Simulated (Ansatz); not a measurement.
`OC1(F)C=C1`. Charge 0, multiplicity 1. The geometry is a stationary point of PBE0-D4/def2-TZVP. It is one conformer, not always the lowest.

```xyz
8

O     0.264   -1.492   -0.455
C    -0.052   -0.158   -0.381
F    -0.650    0.218   -1.571
C     0.775    0.783    0.336
C    -0.414    0.556    0.832
H    -0.508   -1.966   -0.781
H     1.719    1.299    0.411
H    -1.134    0.760    1.609
```

Task: What is the dipole moment at B3LYP/def2-TZVPP? (Estimate.)

Result: Ansatz gave: 1.77 D, with components (-0.53, 0.34, 1.65) D in this frame, pointing from negative to positive charge.

Task: And with PBE, r2SCAN, ωB97M-V? (Estimate.)

Result: Computed: PBE 1.64 D, r2SCAN 1.71 D, ωB97M-V 1.78 D.

Task: Give the Mulliken charges with B3LYP, PBE, ωB97M-V in def2-TZVPP. (An estimate is asked.)

Result: Computed: 
| atom | B3LYP | PBE | ωB97M-V |
| --- | --- | --- | --- |
| O1 | -0.32 | -0.28 | -0.30 |
| C2 | 0.33 | 0.26 | 0.28 |
| F3 | -0.25 | -0.20 | -0.23 |
| C4 | -0.16 | -0.14 | -0.14 |
| C5 | -0.18 | -0.16 | -0.15 |
| H6 | 0.20 | 0.20 | 0.18 |
| H7 | 0.19 | 0.16 | 0.18 |
| H8 | 0.19 | 0.16 | 0.18 |

B3LYP here is the variant with VWN-RPA as its local correlation; programs differ in this.
